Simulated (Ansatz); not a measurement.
A rate constant, worked out

An elementary step of CH$_{2}$O, singlet (CH₂O ([CH][OH]) → CH₂O ([CH2][O]); H–O broken or loosened, H–C formed or tightened). The start structure is the reactant molecule, and the electronic barrier above it is 1.487 eV by CCSD(T) at an estimated basis limit (MP2 extrapolated from triple and quadruple zeta, plus CCSD(T) − MP2 in triple zeta). Program: Ansatz 0.2.0. Basis: def2-TZVPP and def2-QZVPP. Cores are frozen in the correlated methods. Extrapolation: Hartree–Fock as exp(−7.88 √X), correlation as X^−2.97. Harmonic wavenumbers at PBE0-D4/def2-TZVP (Ansatz 0.2.0), in cm⁻¹:

Start: 1103, 1216, 1366, 1506, 2862, 3737.

Saddle: 2081i, 752, 1334, 1465, 2663, 2901.

Q: Work out the transition-state-theory rate constant at 300 K from these numbers alone (harmonic vibrations; rotation, path degeneracy and anharmonicity left out), and the Wigner tunnelling factor. Use 1 cm⁻¹ = 1.2398 × 10⁻⁴ eV and k_B = 8.617 × 10⁻⁵ eV/K.

A: Zero-point energies, half the sums: start 11790/2 cm⁻¹ = 0.7309 eV; saddle, real modes only, 9115/2 cm⁻¹ = 0.5651 eV.
Barrier with zero-point energy: 1.487 + 0.5651 − 0.7309 = 1.3212 eV.
k_BT = 0.02585 eV, so the barrier is 51.11 k_BT.
Vibrational partition functions from the zero-point level, ln q = −Σ ln(1 − exp(−hν/k_BT)): start 0.010, saddle 0.030.
k = (k_BT/h) exp(ln q‡ − ln q) exp(−E0/k_BT), with log₁₀(k_BT/h in s⁻¹) = 12.80: log₁₀ k = 12.80 + (0.020 − 51.11)/2.3026 = -9.39, so k ≈ 4 × 10^(-10) s⁻¹.
Wigner factor: 1 + (hν‡/k_BT)²/24 = 1 + (9.98)²/24 = 5.15, too large for this simple formula to be trusted. A change of 1 kcal/mol (0.043 eV) in the barrier would change k by a factor of 5.4 at this temperature.

No T1 diagnostic of these runs exceeds 0.026. The T1 diagnostic is large here, which may signal multireference character or strong orbital relaxation, so CCSD(T) is less sure. The restricted Hartree–Fock reference is unstable towards an unrestricted one at one or more of these structures.

Labels in which every atom is bracketed show which atoms are joined, not bond orders.

For scale, one of the runs: CCSD(T)/def2-TZVPP, 90 basis functions, launched by `ansatz run in.yaml --threads 2 --pin off --events-out ev --progress --plain --max-ram 4352MiB`. Hardware: 2 CPU threads of an Intel Xeon Platinum 8488C, shared host. Wall time about 1.2 s.
